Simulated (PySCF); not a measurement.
## Be: ionisation energy

Be [He] 2s2 (1S) → Be+ [He] 2s1 (2S), as a difference of total energies. All numbers are calculated (PySCF 2.14, the spin-free X2C one-electron Hamiltonian (Gaussian nucleus), in aug-cc-pCVTZ-DK). Correlated levels: valence: 1s2 frozen; valence and next inner shell: nothing frozen. The calculations carry no spin-orbit coupling.

```csv
method,ionisation energy (eV)
UHF,8.044
LDA,9.027
PBE,9.001
PBE0,8.975
r2SCAN,8.793
B2PLYP,9.007
M06-2X,9.047
revPBE,9.018
PW91,9.053
MP2 (valence),8.826
SCS-MP2 (valence),8.983
MP2 (valence and next inner shell),8.856
SCS-MP2 (valence and next inner shell),9.008
```

**Question.** How much does correlation contribute at MP2 (valence and next inner shell)?

**Answer.** 8.856 − (8.044) = 0.812 eV, measured against UHF.

Errors of the correlated levels include the incompleteness of this basis and the frozen core.

MP2 underrates the near-degeneracy of ns² with np² in the lower species.

For comparison: 9.323 eV (measured; NIST Atomic Spectra Database, ionization energies).
